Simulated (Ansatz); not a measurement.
All values below come from frozen-core CCSD(T)/def2-TZVPP // PBE0-D4/def2-TZVP (Ansatz, a program for electronic structure).

Ansatz 0.2 input:
```yaml
crystal:
  periodic: [false, false, false]
  atoms:
    - { symbol: C, position_ang: [-1.287428, -0.052936, 0.119254] }
    - { symbol: C, position_ang: [0.037612, -0.44484, -0.413489] }
    - { symbol: C, position_ang: [1.264255, 0.267791, 0.011499] }
    - { symbol: H, position_ang: [-2.106168, -0.536313, -0.416998] }
    - { symbol: H, position_ang: [-1.436668, 1.031816, 0.063223] }
    - { symbol: H, position_ang: [-1.397185, -0.318797, 1.183043] }
    - { symbol: H, position_ang: [0.13345, -1.385038, -0.944647] }
    - { symbol: H, position_ang: [2.127849, 0.002204, -0.601124] }
    - { symbol: H, position_ang: [1.13291, 1.355138, -0.037436] }
    - { symbol: H, position_ang: [1.529064, 0.04163, 1.057036] }
basis:
  gaussian: { orbitals: def2-TZVPP }
correlation:
  method: ccsd_t
magnetization:
  spin_polarized: true
  initial_magnetization: 1
```

Output:

```
Functional definition: HF
1097 factors; integrals over basis functions are off by at most 1.0e-3 eV
mean field evaluation 1: about -3199.2547 eV, gradient 2.2e1 eV
mean field evaluation 2: about -3199.2579 eV, gradient 2.2e1 eV
mean field evaluation 4: about -3202.2237 eV, gradient 2.6e0 eV
mean field evaluation 8: about -3202.2966 eV, gradient 1.3e-1 eV
mean field evaluation 16: about -3202.2877 eV, gradient 6.3e-1 eV
mean field -3202.29692217 eV, -117.6822412949 hartree, gradient 1.6e-6 eV, S^2 0.764507; 0 other end points of the search recorded, 0 dependent functions left out
3 core orbitals not correlated
reference -3202.29692217 eV, -117.6822412949 hartree; 10, 9 occupied and 178, 179 virtual orbitals, 1097 factors
second order -13.69624576 eV of doubles, -0.00000000 eV of singles
cycle   1  -14.45671859 eV  change   -7.6e-1 eV  update   7.1e-2
cycle   2  -14.81037985 eV  change   -3.5e-1 eV  update   2.2e-2
cycle   3  -14.86267666 eV  change   -5.2e-2 eV  update   9.4e-3
cycle   4  -14.86070202 eV  change    2.0e-3 eV  update   3.2e-3
cycle   5  -14.86087424 eV  change   -1.7e-4 eV  update   1.2e-3
cycle   6  -14.86093082 eV  change   -5.7e-5 eV  update   3.9e-4
cycle   7  -14.86094739 eV  change   -1.7e-5 eV  update   1.3e-4
cycle   8  -14.86095990 eV  change   -1.3e-5 eV  update   4.8e-5
cycle   9  -14.86095107 eV  change    8.8e-6 eV  update   1.8e-5
perturbative correction -0.52884517 eV, -0.0194347016 hartree
Total energy: -3217.68671842 eV, -118.2478058754 hartree
```

Cost: about 3 core-minutes (a rough figure).
